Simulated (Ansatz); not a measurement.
Molecule: NO, charge 0, multiplicity 2. 
Geometry from a B3LYP-D3(BJ)/def2-TZVP (Ansatz, a quantum-chemistry and plane-wave program) optimisation:
```
N
O 1 1.1449
```
Charge 0, spin multiplicity 2.

Quantity: atomisation energy (electronic, to ground-state atoms), in eV. Cores are frozen in the correlated levels unless marked. Open shells are spin-unrestricted. Spin-orbit coupling is left out. No relativistic terms. The coupled-cluster limit lacks core correlation, which all-electron functionals hold. CBS marks a two-point X^-3 extrapolation of the correlation energy; Hartree-Fock from the larger set (for Q and 5 zeta extrapolated as (X+1)exp(-9√X)).

| level | program | atomisation energy (eV) |
|---|---|---|
| PBE-D3(BJ)/def2-TZVPD | Ansatz + dftd3 | 7.46 |
| PBE0/6-31G* | Ansatz | 6.52 |
| MP2/cc-pVDZ | Ansatz | 6.02 |
| MP2/def2-TZVPP | Ansatz | 6.59 |

### Question
Predict the CCSD(T)/CBS(cc-pVQZ,cc-pV5Z) result (Ansatz).

### Answer
6.57 eV
